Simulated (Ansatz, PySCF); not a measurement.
System: N₂, net charge 0, singlet state. SMILES: N#N
Coordinates optimised at B3LYP-D3(BJ)/def2-TZVP (Ansatz, an electronic-structure program):
```xyz
2

N      0.0000     0.0000    -0.5454
N      0.0000     0.0000     0.5454
```
Charge 0, spin multiplicity 1.


Wanted: enthalpy of formation at 298 K (from the atomisation energy, B3LYP-D3(BJ)/def2-TZVP harmonic zero-point and thermal terms from PySCF, and the atoms' enthalpies of formation in the G2/97 table; no spin-orbit terms, and no core term in the frozen-core levels), in eV. Correlated levels leave the core frozen unless marked. Open shells are spin-unrestricted. No spin-orbit coupling. No relativistic terms. The coupled-cluster limit lacks core correlation, which all-electron functionals hold. CBS(X,Y): correlation extrapolated as X^-3; Hartree-Fock from the larger set (for Q and 5 zeta extrapolated as (X+1)exp(-9√X)).

```tsv
level	program	enthalpy of formation at 298 K (eV)
B2PLYP/def2-TZVPD	Ansatz	-0.01
MP2/def2-SVPD	Ansatz	0.37
RI-MP2/cc-pVTZ	Ansatz	0.03
SCS-MP2/def2-SVP	Ansatz	0.45
```

Question: Predict the CCSD(T)/CBS(cc-pVQZ,cc-pV5Z) result (Ansatz).

Answer: 0.07 eV, so SCS-MP2/def2-SVP differs from it by 0.38 eV.
